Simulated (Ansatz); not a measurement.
in.yaml

```yaml
crystal:
  periodic: [false, false, false]
  atoms:
    - {symbol: C, position_ang: [0.000000, 0.000000, 0.000000]}
    - {symbol: Li, position_ang: [0.000000, 0.000000, 2.280000]}
basis:
  gaussian: {orbitals: STO-3G, fitting: {mean_field: def2-universal-jkfit}}
magnetization: {spin_polarized: false, initial_magnetization: 1}
correlation: {active_space: {window: {electrons: 3, orbitals: 2}, fixed_orbitals: true}}
```

```sh
$ ansatz run in.yaml --threads 1 --pin off --events-out ev --progress --plain --max-ram 2393MiB
```

(1) Roughly how long does this take on 1 thread of Arm Neoverse V1, shared host, and how much host memory?

```
126 factors; integrals over basis functions are off by at most 3.8e-3 eV
mean field evaluation 1: about -1205.7016 eV, gradient 2.0e1 eV
mean field evaluation 2: about -1206.2360 eV, gradient 1.3e1 eV
mean field evaluation 4: about -1208.7816 eV, gradient 2.1e0 eV
mean field evaluation 8: about -1208.8382 eV, gradient 1.1e0 eV
mean field evaluation 16: about -1209.1180 eV, gradient 7.2e-1 eV
mean field evaluation 32: about -1196.7244 eV, gradient 2.5e-1 eV
mean field evaluation 64: about -1207.7137 eV, gradient 3.4e0 eV
mean field evaluation 96: about -1210.5060 eV, gradient 4.1e-1 eV
mean field evaluation 128: about -1208.8737 eV, gradient 1.0e0 eV
mean field evaluation 160: about -1208.7600 eV, gradient 3.6e-1 eV
mean field evaluation 192: about -1208.7087 eV, gradient 7.9e-1 eV
mean field -1210.51247193 eV, -44.4855128285 hartree, gradient 7.2e-7 eV, S^2 0.750000; 16 other end points of the search recorded, 0 dependent functions left out
reference -1210.51247193 eV, -44.4855128285 hartree; 5, 4 occupied and 5, 6 virtual orbitals, 126 factors
state -1210.51247193 eV, -44.4855128285 hartree
Total energy: -1210.51247193 eV, -44.4855128285 hartree
```

Answers

(1) 0.24 s wall and 0.06 GiB.
